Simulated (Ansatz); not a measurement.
**Which is lower?**

Two relaxed structures of SiHCl₂ (charge +1), closed shell (PBE0-D4/def2-TZVP; forces vanish, vibrations not checked).

A:

```xyz
4
angstrom
Cl -1.5363 -0.4140 1.0248
Si 0.0934 0.0297 0.0579
Cl 0.1453 -0.0257 -1.8868
H 1.2976 0.4101 0.8041
```

B:

```xyz
4
angstrom
Cl -1.7082 -0.7008 -2.2824
Si 0.0009 0.0142 0.6470
Cl 0.0544 -0.0856 -1.5689
H 1.4186 0.4597 0.2874
```

Ansatz 0.2.0; basis: def2-TZVPP; cores frozen in the correlated methods. B3LYP uses VWN-RPA correlation.

Q: Which structure is lower at CCSD(T), and by how much? (An estimate is asked for; the value comes from the calculation.)

A: By the calculation: A, by 4.409 eV (electronic energy, against the other). By their contacts, A is SiHCl₂ ([Cl][SiH][Cl]), total charge +1 and B is SiHCl₂ ([SiH][Cl][Cl]), total charge +1.

All methods give the same order:

```tsv
method	E(B) − E(A) (eV)
PBE-D4	4.051
r2SCAN-D4	4.498
PBE0-D4	4.336
B3LYP-D4	4.191
wB97M-V	4.294
HF	4.737
MP2	4.715
CCSD	4.436
CCSD(T)	4.409
```

The T1 diagnostic stays at or below 0.014. The restricted Hartree–Fock reference is unstable towards an unrestricted one at one or more of these structures.

Labels in which every atom is bracketed show which atoms are joined, not bond orders.

For scale, one of the runs: CCSD(T)/def2-TZVPP, 140 basis functions, launched by `ansatz run in.yaml --threads 2 --pin off --events-out ev --progress --plain --max-ram 4352MiB`. Time: 14 s of wall clock on 2 CPU threads of an Arm Neoverse V1; the host was shared. Peak host memory: 0.67 GiB.
